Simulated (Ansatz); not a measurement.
Born–Oppenheimer molecular dynamics of C$_{2}$H$_{6}$Si (9 atoms, charge 0, multiplicity 1). It starts at the highest image of a converged band. Of that band: A structure lower than the first end lies on the path between it and the top, so the climb from that side starts below the end, which may itself be a saddle point or a shallow side well. A vibrational analysis at the climbing image gives one clearly imaginary mode, 1128i cm⁻¹: a first-order saddle point.

Computed with UKS B3LYP/def2-mTZVP (Ansatz).

```
ensemble                      : NVE (velocity Verlet)
time step                     : 0.5 fs
steps asked                   : 200
starting velocities drawn for : 300 K
seed                          : 8033
```

First frame:

```xyz
9
Properties=species:S:1:pos:R:3
C -0.358 1.349 -0.619
Si 0.478 -0.210 -0.933
C 0.550 -1.093 0.763
H -1.014 -0.056 -1.436
H -0.618 1.969 -1.474
H -0.653 1.804 0.330
H -0.450 -1.294 1.157
H 1.079 -2.045 0.702
H 1.075 -0.470 1.493
```

Problem. How far do the bonds stretch over the last three quarters of this one trajectory? (Pairs bonded in most of those frames.)

Solution. 
```tsv
bond	mean (Å)	spread (Å)	shortest	longest
C1–Si2	1.957	0.113	1.75	2.12
C1–H4	1.153	0.099	0.96	1.31
C1–H5	1.103	0.023	1.06	1.15
C1–H6	1.126	0.066	1.00	1.24
Si2–C3	1.926	0.029	1.89	1.98
C3–H7	1.101	0.020	1.07	1.14
C3–H8	1.097	0.008	1.08	1.11
C3–H9	1.096	0.024	1.06	1.14
```

Mean temperature of the second half: 1100 K. The conserved energy stayed within 0.8 meV per atom of its start (net change -0.23 meV per atom), so the integration is sound. The kinetic energy rose, since the run started high on the potential surface and went downhill. A run of 0.1 ps of so small a system gives no equilibrium averages. The orbitals were unrestricted but ended closed-shell.

Time of the run: 4.2 min on 2 threads of INTEL(R) XEON(R) PLATINUM 8581C CPU @ 2.30GHz (Emerald Rapids) (shared host), peak memory 0.21 GiB.
